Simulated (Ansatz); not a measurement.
**MgSiH₃ radical (SMILES [MgH][SiH2]): single points off equilibrium**

The task here is to estimate one member of a computed series from the others.

Method: single points in def2-TZVPP; program: Ansatz 0.2.0, Gaussian basis.

Correlated methods freeze the cores. The outer core shell of Li, Na, Mg and K is correlated. Orbitals are unrestricted.

## Where the work starts

SMILES `[MgH][SiH2]`, 5 atoms, charge 0, spin multiplicity 2.

Atoms are counted from 1 here; the program's logs count them from 0.

Bond lengths: Mg1–Si2 2.715 Å, Mg1–H3 1.444 Å, Si2–H4 1.351 Å, Si2–H5 1.496 Å. Angles: Si2–Mg1–H3 152.7°, Mg1–Si2–H4 107.8°, Mg1–Si2–H5 92.7°, H4–Si2–H5 113.4°.

Coordinates:

```xyz
5
H3MgSi
Mg    0.2046   -0.9500    1.1630
Si   -0.7034    1.1914   -0.2380
H     1.0577   -2.1028    1.3348
H    -1.3190    0.7279   -1.3472
H     0.6804    1.6988   -0.4943
```

The first run:

The input, run/in.yaml:

```yaml
crystal:
  periodic: [false, false, false]
  atoms:
    - {symbol: Mg, position_ang: [0.204600, -0.950000, 1.163000]}
    - {symbol: Si, position_ang: [-0.703400, 1.191400, -0.238000]}
    - {symbol: H, position_ang: [1.057700, -2.102800, 1.334800]}
    - {symbol: H, position_ang: [-1.319000, 0.727900, -1.347200]}
    - {symbol: H, position_ang: [0.680400, 1.698800, -0.494300]}
basis:
  gaussian: {orbitals: def2-TZVPP}
magnetization: {spin_polarized: true, initial_magnetization: 1}
correlation: {method: ccsd_t}
scf: {omitted_lower_state_checks: [cluster_reference]}
output: {forces: true}
```

The command line of these runs was not kept.

Among the steps run: CCSD(T)/def2-TZVPP; PBE0-D4/def2-TZVPP; wB97M-V/def2-TZVPP; r2SCAN-D4/def2-TZVPP; PBE-D4/def2-TZVPP; r2SCANh-D4/def2-TZVPP; B97M-V/def2-TZVPP.

One table of the session follows, with a row left open; its other results are not shown here.

```
    method  RMS force component (eV/Å)  angle to CCSD(T) forces (°)  dipole (D)
   CCSD(T)                       2.087                    reference        1.90
   PBE0-D4                       2.119                          0.8        1.75
   wB97M-V                       2.072                          1.0        1.90
 r2SCAN-D4                       2.120                          1.1        1.75
    PBE-D4                       2.130                          2.6        1.67
r2SCANh-D4                           ?                            ?           ?
    B97M-V                       2.097                          2.0        1.84
```

**Question.** Estimate the row for r2SCANh-D4.

As computed: RMS force component (eV/Å): 2.115; angle to CCSD(T) forces (°): 1.0; dipole (D): 1.78. In the column «RMS force component (eV/Å)» it lies between B97M-V (2.097) and PBE0-D4 (2.119).
